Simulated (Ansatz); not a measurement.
# SiHS (sextet): wave-function methods side by side, def2-TZVPP

An exercise on one series of results from a longer session: the logs are not shown, and one member is left open.

Method: def2-TZVPP, core rule «outside noble gas», up to 10 orbitals frozen; program: Ansatz 0.2.0, Gaussian basis.

The runs, in order: UHF; ROHF; CCSD(T) on UHF.

**The system**

The geometry is a PBE0/def2-TZVP stationary point (not a proven minimum) of the parent state, kept for this charge and spin.

3 atoms, charge 0, spin multiplicity 6.

Atoms are counted from 1 here; the program's logs count them from 0.

Bond lengths: Si1–S2 2.172 Å, Si1–H3 1.496 Å. Angles: S2–Si1–H3 117.1°.

Set-up of the first run:

The input, in.yaml:

```yaml
crystal:
  periodic: [false, false, false]
  atoms:
    - {symbol: Si, position_ang: [0.000000, -0.094141, 1.124038]}
    - {symbol: S, position_ang: [0.000000, 0.044996, -1.043902]}
    - {symbol: H, position_ang: [0.000000, 1.191747, 1.888549]}
basis:
  gaussian: {orbitals: def2-TZVPP}
magnetization: {spin_polarized: true, initial_magnetization: 5}
hamiltonian: {xc: hf}
output: {orbitals: {seedname: orbitals}}
```

Started as:

```bash
> ansatz run in.yaml --threads 1 --pin off --events-out ev --progress --plain --max-ram 3968MiB --backend cpu
```

Among the steps run: UHF; ROHF; CCSD(T) on UHF.

One of the session's tables, all rows but one given; the rest of the session is left out.

```
  method  from UCCSD(T) (kJ/mol)
    ROHF                  +670.8
     UHF                  +650.9
    UMP2                       ?
   UCCSD                   +26.3
UCCSD(T)                       0
```

Q: Estimate the row for UMP2 from the others.

**Answer.** from UCCSD(T) (kJ/mol): +127.7. In the column «from UCCSD(T) (kJ/mol)» it lies between UCCSD (+26.3) and UHF (+650.9).
